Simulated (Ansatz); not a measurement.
Ideal-gas functions of H2NNa, SMILES `[NH2][Na]` at 298.15 K and 1 bar, from an Ansatz frequency run at PBE0-D4/def2-TZVP.

Molar mass 39.01 g/mol, point group Cs (symmetry number 1), electronic degeneracy 1, moments of inertia 1.32, 44.46, 45.737 u Å². Harmonic wavenumbers (cm⁻¹, unscaled): 84, 371, 513, 1533, 3504, 3586.

Use S(trans) = R[1.5 ln M + 2.5 ln T − 1.1517]; rotational temperatures θ = 24.2544 K / I; S(rot) = R[ln(√π/σ · √(T³/θAθBθC)) + 1.5]; for each mode x = 1.438777 ν̃/T, S = R[x/(eˣ − 1) − ln(1 − e⁻ˣ)] and H = RT x/(eˣ − 1); 1 cm⁻¹ = 0.0119627 kJ/mol; R = 8.31446 J/(mol·K).

**Question.** By hand: the entropy, in J/(mol·K).

**Answer.** Translation 154.5. Rotation: θ = 18.3745, 0.5455, 0.5303 K, giving 81.3. Vibration, mode by mode: 15.88, 4.50, 2.62, 0.04, 0.00, 0.00, in all 23.0. Electronic 0.0. Sum 258.8 J/(mol·K).

**Question.** By hand: H − E and G − E in kJ/mol, counted from the electronic energy.

**Answer.** Zero-point energy ½ × 9591 × 0.0119627 = 57.4; thermal vibration 3.5; translation, rotation and pV give 4 RT = 9.9. H − E = 70.8 kJ/mol, and G − E = 70.8 − 298.15 × 258.8/1000 = -6.4 kJ/mol.

Vibration gives 9 % of the entropy, 15.9 J/(mol·K) of it from the mode under 150 cm⁻¹: soft modes count most, and the harmonic formula is weakest for them.
